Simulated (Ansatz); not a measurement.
# FN2: the cost of one run

Program: Ansatz 0.2.0. Level of theory: RKS B3LYP-D4/def2-TZVPD. These are calculated values, not measurements.

## 1. The system as given

3 atoms, charge -1, spin multiplicity 1.

Atoms are counted from 1 here; the program's logs count them from 0.

Bond lengths: N2–N3 1.120 Å.

Coordinates:

```xyz
3

F    -0.0098   -0.0533   -1.7688
N     0.0890    0.4849    0.5737
N    -0.0791   -0.4315    1.1951
```

## 5. Plan of the scan

The axes are (1) distance N2···F1: 15 values from 2.177 to 4.177 Å; (2) turn of F1 about N2: 15 values from −90.0 °.

Nothing else is relaxed (both partners rigid). Energies count from the ion and the molecule far apart, frozen as in the relaxed pair, each in its own basis (no counterpoise correction). Points are written as (first, second).

(The set-up runs are not shown.)

## 6. Grid point (3.425 Å, 12.9°)

Contents of input.yaml:

```yaml
crystal:
  periodic: [false, false, false]
  atoms:
    - { symbol: F, position_ang: [-0.179552, -0.97823, -2.401841] }
    - { symbol: "N", position_ang: [0.094306, 0.513933, 0.668839] }
    - { symbol: "N", position_ang: [-0.079915, -0.435705, 1.182839] }
total_charge: -1
basis:
  gaussian: { orbitals: def2-TZVPD }
hamiltonian:
  xc: { name: B3LYP }
  dispersion: d4
output:
  forces: true
```

Started as:

```console
ansatz run input.yaml --threads 1 --pin off --max-ram 2560MiB --backend cpu --events-out ev --progress --plain --runs-dir out
```

What time and memory should one allow on 1 thread of Intel Xeon Platinum 8488C (Sapphire Rapids), shared host?

About 1.1 s, with a peak of 0.15 GiB.
